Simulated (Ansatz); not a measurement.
## Which isomer of C2H6Si+ gives these data?

These gas-phase data were calculated for one isomer of C2H6Si+ at B3LYP-D3(BJ)/def2-SVP (harmonic, unscaled wavenumbers; equilibrium rotational constants with average atomic masses):

```
rotational constants            : 36.7, 4.965, 4.492 GHz
all wavenumbers above 1500 cm⁻¹ : 3155, 3139, 3007, 2968, 2354, 2301
```

Candidates:

(1) the doublet with the links of `C[CH][SiH2+]`
(2) the doublet with the links of `[CH2][SiH+]C`

Problem. Which structure fits?

Solution. Candidate (1). 2 modes lie between 2000 and 2380 cm⁻¹, one for each Si–H bond, while (2) has 1.

The same quantities for all candidates:

|  | rotational constants (GHz) | wavenumbers above 1500 cm⁻¹ | E above the lowest, B3LYP-D3(BJ)/def2-SVP (kcal/mol) |
| --- | --- | --- | --- |
| (1) | 36.7, 4.965, 4.492 | 3155, 3139, 3007, 2968, 2354, 2301 | 6.9 |
| (2) | 25.44, 6.009, 5.013 | 3240, 3154, 3128, 3086, 3012, 2322 | 0.0 |

Each candidate is one conformer. Open shells are spin-unrestricted. Programs: Ansatz 0.2.0.
